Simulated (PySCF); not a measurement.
# AlP: one state, many levels of theory

State: ³Σ⁻ (triplet), unpaired electrons π ↑↑. Set-up: PySCF, spin-free X2C with a Gaussian nucleus, basis sets Al x2c-SVPall, P x2c-SVPall. De refers to Al + P in their high-spin ground configurations, without counterpoise correction. The functionals are run spin-unrestricted. A positive dipole means Al(−)P(+).

```
      Level  Re (Å)  ωe (cm⁻¹)  De (eV)  μ (D)  CPU s a point (SCF and correlation, without the integrals)
        UHF   2.427        381     1.09  -1.03                                                       0.049
    UHF-MP2   2.409        390     1.66    n/a                                                        0.07
UHF-SCS-MP2   2.417        384     1.65    n/a                                                         n/a
   UHF-CCSD   2.414        384     1.66    n/a                                                         n/a
UHF-CCSD(T)   2.416        381     1.73    n/a                                                        0.44
        LDA   2.425        371     2.74  -0.47                                                         0.2
        PBE   2.452        359     2.35  -0.63                                                        0.36
     r²SCAN   2.433        368     2.19  -0.66                                                        0.46
       PBE0   2.428        374     2.23  -0.76                                                        0.54
        M06   2.419        386     2.44  -0.70                                                        0.47
     M06-2X   2.413        379     2.36  -0.93                                                        0.52
  CAM-B3LYP   2.414        382     2.17  -0.81                                                        0.55
```

Question: Which functional lies closest to UHF-CCSD(T) in De, which farthest, and by how much do they differ from it?

Answer: Closest is CAM-B3LYP (-0.2 pm in Re, +0.3 % in ωe, +0.44 eV in De against UHF-CCSD(T) in the same basis), farthest LDA (+0.9 pm in Re, -2.6 % in ωe, +1.01 eV in De). CCSD(T) converges more slowly with the basis than the functionals do and binds too weakly in this one, so the order can change at the basis-set limit.

Question: What does the step from GGA to meta-GGA do here, going from PBE to r²SCAN?

Answer: r²SCAN less PBE: -1.9 pm in Re, +2.5 % in ωe, -0.16 eV in De. 

Question: What does second-order correlation do here, going from UHF to UHF-MP2?

Answer: UHF-MP2 less UHF: -1.8 pm in Re, +2.4 % in ωe, +0.57 eV in De. Correlation nearly always deepens the well. The bond shortens, as in weak, metallic or heavy-atom bonds, where dispersion and the correlation of outer-core electrons pull the atoms together.

Correlated steps freeze 10 core orbitals. Correlated levels converge slowly with the basis: in double zeta they bind strong bonds too weakly, by up to about 1 eV, and carry superposition errors of some tenths. Counting both spins, an empty level lies below a filled one in some of these solutions, because spin and occupation are held. The state was picked by a PBE0 search and need not be the measured ground state.

The whole job (state search and all levels along the bond) took about 1.1 min on 1 thread of Intel Xeon 6975P-C (shared host), peak memory 0.43 GiB.
